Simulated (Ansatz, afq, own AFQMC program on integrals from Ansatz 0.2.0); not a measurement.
CHSi, doublet: AFQMC among the cluster methods

```json
{"atom": "Si", "x (Å)": "0.0000", "y (Å)": "0.0000", "z (Å)": "1.4814"}
{"atom": "C", "x (Å)": "0.0000", "y (Å)": "0.0000", "z (Å)": "-0.2010"}
{"atom": "H", "x (Å)": "0.0000", "y (Å)": "0.0000", "z (Å)": "-1.2804"}
```

Connectivity, by distances: Si–CH.

Basis 6-31G. Only valence electrons are correlated. Ansatz 0.2.0 and our own AFQMC program on the same integrals; the CISD trial comes from CCSD amplitudes, and released means the phaseless constraint is let go. Error bars are statistical, one sigma.

Determinant: UHF, the one that the program's search chose, which needn't be the lowest solution. The geometry is a point of a scan.

Full CI on the same integrals is exact in this basis and with this determinant's frozen core.

Cautions: strong correlation (T1 0.082, weight of the determinant 0.78, largest double 0.17); unrestricted determinant spin contaminated (⟨S²⟩ 1.15 against 0.75).

- T1 diagnostic: 0.0823
- weight of the determinant in the CISD state: 0.776
- ⟨S²⟩ of the determinant: 1.153
- size of the correlated space: 9 electrons in 18 orbitals

Reference: full CI, correlation energy -3.776 eV. The released energy is read at 2.40 1/Eh (meV from the phaseless value at times in 1/Eh: 0 ± 4 at 0.24, -1 ± 3 at 0.51, 1 ± 3 at 0.99, -7 ± 5 at 1.62, -6 ± 5 at 2.40). The cautions show a poor starting determinant, so the rows tell how each method copes with it here, and full CI is the sure value.

```tsv
level	E − E(reference) (meV)	share of correlation (%)
HF	3776.4	0.00
MP2	1177.4	68.82
CCSD	162.3	95.70
CCSD(T)	49.5	98.69
CCSDT	16.9	99.55
CCSDT(Q)	1.2	99.97
CCSDTQ	1.8	99.95
ph-AFQMC/HF	6.4 ± 23.8	99.83
ph-AFQMC/CISD	8.4 ± 4.4	99.78
released AFQMC	2.3 ± 4.8	99.94
```

CCSDT and higher add their correlation energy to the determinant of the CCSD(T) run, since their own runs factorise the integrals more tightly (a shift of under 2 meV). A walk keeps the symmetry of its determinant, which the program's search chose and which needn't be the lowest solution, so a lower state of the same spin and another symmetry isn't excluded. Released energies are given only where the last usable release times agree within the noise; a slower fall can still hide under it.
